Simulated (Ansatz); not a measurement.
Steps of a relaxation of AlH6NSi, SMILES `[AlH2][NH][SiH3]` with RKS PBE0-D4/def2-TZVP.

```sh
$ ansatz run in.yaml --threads 2 --pin off --events-out ev --progress --plain --max-ram 4352MiB
```

```yaml
crystal:
  periodic: [false, false, false]
  atoms:
    - {symbol: Al, position_ang: [-0.752247, 0.890992, -1.382905]}
    - {symbol: N, position_ang: [0.312395, 0.559925, 0.034682]}
    - {symbol: Si, position_ang: [0.464900, -0.890236, 1.017293]}
    - {symbol: H, position_ang: [-1.725016, -0.273267, -1.872698]}
    - {symbol: H, position_ang: [-0.640479, 2.338381, -2.050111]}
    - {symbol: H, position_ang: [0.934659, 1.325986, 0.322354]}
    - {symbol: H, position_ang: [1.840667, -1.503637, 0.925261]}
    - {symbol: H, position_ang: [-0.545801, -1.880865, 0.512461]}
    - {symbol: H, position_ang: [0.199323, -0.613579, 2.476563]}
basis:
  gaussian: {orbitals: def2-TZVP}
hamiltonian: {xc: pbe0, dispersion: d4}
relax: {f_tol: 0.005, max_steps: 150}
```

Positions (Å) and forces (eV/Å) along the path, 11 of 11 steps:

```xyz
9
step=1 energy=-16056.1734 eV
Al   -0.752    0.891   -1.383    0.209   -0.066    0.280
N     0.312    0.560    0.035    0.187   -0.085    0.255
Si    0.465   -0.890    1.017   -0.052    0.361   -0.255
H    -1.725   -0.273   -1.873    0.113    0.149    0.054
H    -0.640    2.338   -2.050   -0.025   -0.186    0.072
H     0.935    1.326    0.322   -0.397   -0.490   -0.184
H     1.841   -1.504    0.925   -0.303    0.151    0.013
H    -0.546   -1.881    0.512    0.209    0.212    0.095
H     0.199   -0.614    2.477    0.058   -0.046   -0.329
9
step=2 energy=-16056.2047 eV
Al   -0.745    0.883   -1.369    0.133   -0.045    0.177
N     0.314    0.554    0.038    0.008   -0.150    0.093
Si    0.461   -0.885    1.010   -0.031    0.283   -0.196
H    -1.713   -0.268   -1.858    0.011    0.014    0.009
H    -0.640    2.316   -2.038   -0.003   -0.019    0.006
H     0.930    1.310    0.324   -0.107   -0.122   -0.057
H     1.825   -1.487    0.918   -0.070    0.022    0.010
H    -0.541   -1.864    0.504    0.050    0.041    0.028
H     0.197   -0.606    2.453    0.009   -0.024   -0.070
9
step=3 energy=-16056.2099 eV
Al   -0.739    0.878   -1.359    0.001    0.000    0.004
N     0.315    0.552    0.040    0.005   -0.034    0.021
Si    0.458   -0.876    1.002   -0.011    0.023   -0.022
H    -1.708   -0.272   -1.844   -0.003   -0.001    0.001
H    -0.636    2.308   -2.030   -0.001    0.002   -0.004
H     0.929    1.306    0.322    0.006    0.022   -0.007
H     1.817   -1.481    0.914    0.010   -0.004    0.003
H    -0.538   -1.855    0.498   -0.006   -0.007   -0.006
H     0.191   -0.605    2.441   -0.002   -0.001    0.011
9
step=4 energy=-16056.2099 eV
Al   -0.739    0.878   -1.357   -0.007   -0.010   -0.001
N     0.317    0.551    0.041   -0.018   -0.006   -0.018
Si    0.458   -0.877    1.001    0.011    0.032   -0.004
H    -1.711   -0.271   -1.839   -0.003    0.000    0.000
H    -0.635    2.307   -2.031    0.002    0.002   -0.001
H     0.929    1.309    0.316    0.017   -0.004    0.020
H     1.818   -1.480    0.917    0.004   -0.006    0.004
H    -0.536   -1.856    0.493   -0.003   -0.001   -0.006
H     0.186   -0.607    2.441   -0.002   -0.006    0.007
9
step=5 energy=-16056.2100 eV
Al   -0.740    0.877   -1.356   -0.001   -0.003   -0.004
N     0.319    0.552    0.040    0.003    0.011    0.001
Si    0.459   -0.875    1.001   -0.001   -0.007   -0.001
H    -1.713   -0.271   -1.838   -0.001    0.000    0.003
H    -0.636    2.306   -2.032    0.000    0.000    0.000
H     0.932    1.309    0.316    0.002   -0.005    0.002
H     1.818   -1.481    0.921    0.001    0.003    0.000
H    -0.535   -1.854    0.490    0.000   -0.001    0.000
H     0.185   -0.609    2.441   -0.003    0.002   -0.001
9
step=6 energy=-16056.2100 eV
Al   -0.739    0.879   -1.353   -0.008   -0.019    0.003
N     0.324    0.556    0.040   -0.001    0.001   -0.002
Si    0.458   -0.875    0.998   -0.001   -0.001    0.000
H    -1.716   -0.273   -1.819    0.002    0.008    0.000
H    -0.641    2.302   -2.040    0.005    0.008    0.001
H     0.943    1.308    0.317   -0.002   -0.001   -0.003
H     1.819   -1.477    0.926    0.002    0.000    0.001
H    -0.531   -1.853    0.477    0.003    0.004    0.000
H     0.171   -0.613    2.437   -0.001    0.000    0.002
9
step=7 energy=-16056.2101 eV
Al   -0.742    0.878   -1.353    0.000    0.002    0.000
N     0.324    0.553    0.038   -0.001   -0.002    0.000
Si    0.459   -0.875    0.999    0.001    0.000    0.001
H    -1.725   -0.268   -1.821   -0.001    0.000    0.001
H    -0.635    2.303   -2.036    0.000    0.000    0.000
H     0.943    1.305    0.312   -0.001   -0.001   -0.001
H     1.822   -1.473    0.932    0.001    0.000    0.000
H    -0.525   -1.857    0.476    0.001    0.000   -0.001
H     0.167   -0.613    2.437   -0.001    0.000    0.000
9
step=8 energy=-16056.2101 eV
Al   -0.744    0.879   -1.352    0.002    0.004   -0.001
N     0.325    0.551    0.036   -0.001   -0.001    0.000
Si    0.460   -0.875    0.999    0.000   -0.001   -0.001
H    -1.731   -0.264   -1.817   -0.001   -0.001    0.000
H    -0.633    2.302   -2.037   -0.001   -0.002    0.001
H     0.946    1.304    0.308    0.002    0.000    0.001
H     1.825   -1.469    0.938    0.000    0.001    0.000
H    -0.520   -1.860    0.472    0.000   -0.001    0.001
H     0.161   -0.614    2.436    0.000    0.000   -0.001
9
step=9 energy=-16056.2101 eV
Al   -0.744    0.879   -1.352   -0.002    0.006    0.003
N     0.326    0.551    0.035    0.000   -0.002   -0.001
Si    0.460   -0.876    0.999    0.002    0.000    0.003
H    -1.737   -0.261   -1.813    0.001   -0.002   -0.001
H    -0.632    2.302   -2.037    0.001   -0.002   -0.001
H     0.949    1.301    0.305    0.000    0.000    0.000
H     1.827   -1.466    0.943   -0.002    0.000   -0.002
H    -0.516   -1.862    0.469    0.001    0.000    0.000
H     0.156   -0.615    2.434   -0.001    0.001   -0.001
9
step=10 energy=-16056.2101 eV rejected
Al   -0.746    0.880   -1.351    0.005   -0.001   -0.004
N     0.326    0.550    0.034   -0.002   -0.001    0.000
Si    0.460   -0.876    0.999    0.001    0.001    0.002
H    -1.739   -0.260   -1.811   -0.001    0.001    0.002
H    -0.631    2.302   -2.038   -0.002    0.001    0.001
H     0.951    1.300    0.304   -0.001    0.000    0.000
H     1.828   -1.464    0.945   -0.001   -0.001    0.000
H    -0.513   -1.864    0.467    0.001    0.001   -0.001
H     0.153   -0.615    2.433    0.000   -0.001    0.000
9
step=11 energy=-16056.2102 eV
Al   -0.744    0.880   -1.352    0.000    0.000    0.001
N     0.326    0.551    0.035    0.000    0.000    0.000
Si    0.460   -0.876    0.999    0.000   -0.001   -0.002
H    -1.736   -0.261   -1.812    0.000    0.000    0.000
H    -0.632    2.302   -2.038    0.000    0.000    0.000
H     0.949    1.301    0.305    0.000    0.000    0.000
H     1.827   -1.466    0.942    0.000    0.001    0.002
H    -0.515   -1.863    0.469   -0.001    0.000    0.000
H     0.155   -0.615    2.434    0.001    0.000    0.000
```

Run time 31 s (2 threads of an Arm Neoverse V1 on a shared host); peak host memory 0.27 GiB.
